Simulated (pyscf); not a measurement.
# Four-centre exchange: ethylene (H₂C=CH₂) + hydrogen fluoride (HF) → ethylene (H₂C=CH₂) + hydrogen fluoride (HF)

Gas phase, singlet surface, charge 0. Bonds broken: C1–H3, F7–H8. Bonds formed: C1–H8, H3–F7. PySCF, gas phase, ωB97X-D3(BJ)/def2-SVP geometries. Correlated levels are frozen-core, on RHF or UHF. ΔMP2 is the change of the MP2 total energy from the triple- to the quadruple-zeta basis.

Transition state (Å):

```xyz
8

C     -0.7952     0.3103     0.1619
C      0.4857    -0.0879     0.1686
H     -1.6326    -0.6773     0.4445
H     -1.1245     1.1757    -0.4234
H      1.2766     0.4157    -0.4006
H      0.7831    -0.9588     0.7657
F     -2.1519    -1.1067     1.5625
H     -1.4426    -0.0537     1.2595
```

One imaginary mode, 2519i cm⁻¹; descent along it reached the two sides named, in the forms told below.

| bond | change | reactant side (Å) | saddle | product side |
|---|---|---|---|---|
| C1–H3 | breaks | 1.095 | 1.325 | 2.302 |
| F7–H8 | breaks | 0.928 | 1.305 | 2.7 |
| C1–H8 | forms | 2.300 | 1.325 | 1.095 |
| H3–F7 | forms | 2.7 | 1.305 | 0.928 |

Electronic energies relative to the separated reactants (kJ/mol):

| level | barrier | reaction energy | reverse barrier |
|---|---|---|---|
| ωB97X-D3(BJ)/def2-TZVP | 257.2 | 0.0 | 257.2 |
| PBE/def2-TZVP | 209.1 | 0.0 | 209.1 |
| r²SCAN/def2-TZVP | 229.6 | 0.0 | 229.6 |
| B3LYP-D3(BJ)/def2-TZVP | 246.2 | 0.0 | 246.2 |
| PBE0-D3(BJ)/def2-TZVP | 238.5 | 0.0 | 238.5 |
| M06-2X/def2-TZVP | 264.2 | 0.0 | 264.2 |
| ωB97M-D3(BJ)/def2-TZVP | 254.7 | 0.0 | 254.7 |
| HF/def2-TZVP | 351.9 | 0.0 | 351.9 |
| MP2/def2-QZVPP | 264.7 | 0.0 | 264.7 |
| CCSD/def2-TZVPP | 290.9 | 0.0 | 290.9 |
| CCSD(T)/def2-TZVPP | 274.8 | 0.0 | 274.8 |
| CCSD(T)/def2-TZVPP + ΔMP2(QZVPP) | 273.6 | 0.0 | 273.6 |

With CCSD(T)/def2-TZVPP + ΔMP2(QZVPP) energies and thermal terms (ideal gas, 1 atm, RRHO with modes under 100 cm⁻¹ raised to 100, one conformer, R ln 2 for rigid chiral ones), in kJ/mol:

| T (K) | ΔH‡ | ΔG‡ | ΔH | ΔG |
|---|---|---|---|---|
| 298 | 260.6 | 295.9 | 0.0 | 0.0 |
| 600 | 259.8 | 332.2 | 0.0 | 0.0 |
| 900 | 261.4 | 368.1 | 0.0 | 0.0 |
| 1200 | 263.9 | 403.3 | 0.0 | 0.0 |

On the reactant side the descent ends in a complex, 17.6 kJ/mol under the separated species and 274.8 kJ/mol under the saddle at ωB97X-D3(BJ)/def2-TZVP. On the product side the descent ends in a complex, 17.5 kJ/mol under the separated species and 274.7 kJ/mol under the saddle at ωB97X-D3(BJ)/def2-TZVP. The same reactants have a lower exit, to H₃C–CH₂–F (barrier +179.0 kJ/mol at ωB97M-D3(BJ), against +254.7 kJ/mol here). One saddle was located; it need not be the lowest between these sides. The CCSD(T) − MP2 part came from Ansatz, without density fitting, on the same reference.
